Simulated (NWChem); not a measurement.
Molecule: phosphine (PH3); SMILES P

Computed with NWChem. The geometry was optimised at PBE0-D3(BJ)/def2-TZVP. Computed dipoles belong to the equilibrium geometry; the measured one is vibrationally averaged.

Measured dipole moment: 0.58 D (NIST CCCBDB, as tabulated in the package chemicals).

```csv
level,dipole moment (D),computed − measured
PBE/pcseg-1,0.99,+0.41
PBE/aug-pcseg-1,0.70,+0.12
PBE/pcseg-2,0.78,+0.20
PBE/STO-3G,0.71,+0.13
PBE/def2-SVP,0.91,+0.33
```
